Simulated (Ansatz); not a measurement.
# BHO (singlet): from Hartree-Fock to the top rungs at distance B1–O2 = 1.768 Å, 6-31G

How much of the correlation energy of BHO (singlet) does each wave-function method recover here?

Method: 6-31G, core rule «outside noble gas», up to 2 orbitals frozen; program: Ansatz 0.2.0, Gaussian basis.

To be run: UHF; CCSD(T) on RHF; BCCD(T) on RHF; CISD; CCSDT(Q) on RHF; CISDTQ; CCSDTQ on RHF; CASSCF and MRCISD+Q, 2 electrons in 2 orbitals; CASSCF and NEVPT2, 2 electrons in 2 orbitals; Full CI.

24 further runs of the same task are left out: 8 for a known fault of the program, 12 that didn't finish, 4 set aside as unsound or not needed.

### Step 1. What is computed

The geometry derives from a PBE0/def2-TZVP stationary point (not a proven minimum). One bond is set to the value named and the two fragments are kept rigid.

3 atoms, charge 0, spin multiplicity 1.

Atoms are counted from 1 here; the program's logs count them from 0.

Bond lengths: O2–H3 0.952 Å.

### Step 2. UHF

The input, in.yaml:

```yaml
crystal:
  periodic: [false, false, false]
  atoms:
    - {symbol: B, position_ang: [0.000000, 0.000000, 1.496078]}
    - {symbol: O, position_ang: [0.000000, 0.000000, -0.271922]}
    - {symbol: H, position_ang: [0.000000, 0.000000, -1.224157]}
basis:
  gaussian: {orbitals: 6-31G}
magnetization: {spin_polarized: true, initial_magnetization: 0}
hamiltonian: {xc: hf}
output: {orbitals: {seedname: orbitals}}
```

Command:

```console
$ ansatz run in.yaml --threads 1 --pin off --events-out ev --progress --plain --max-ram 2393MiB
```

After this run come: CCSD(T) on RHF; BCCD(T) on RHF; CISD; CCSDT(Q) on RHF; CISDTQ; CCSDTQ on RHF; CASSCF and MRCISD+Q, 2 electrons in 2 orbitals; CASSCF and NEVPT2, 2 electrons in 2 orbitals; Full CI.

Before running them: what should the planned runs give, taken together? Wanted: FCI below the RHF energy; RMP2 from FCI; RCCSD from FCI; RCCSD(T) from FCI; RCCSDT(Q) from FCI; MRCISD+Q pair from FCI; T1 diagnostic; effectively unpaired electrons.

The runs gave:

| quantity | value |
| --- | --- |
| FCI below the RHF energy | -5.4757 eV |
| RMP2 from FCI | +16.49 kcal/mol |
| RCCSD from FCI | +5.32 kcal/mol |
| RCCSD(T) from FCI | +0.97 kcal/mol |
| RCCSDT(Q) from FCI | -0.38 kcal/mol |
| MRCISD+Q pair from FCI | +2.17 kcal/mol |
| levels within 1 kcal/mol (43 meV) | RCCSD(T), BCCD(T), RCCSDT, CISDTQ, RCCSDT(Q), RCCSDTQ |
| T1 diagnostic | 0.035 |
| effectively unpaired electrons | 0.13 |

**Reading.** RCCSD(T) lands +0.97 kcal/mol from the yardstick (0.8 % of the correlation energy). RCCSDT(Q), RCCSDTQ fall below full CI, which methods that aren't variational can do. One determinant dominates. These misses are within one basis, not against nature.
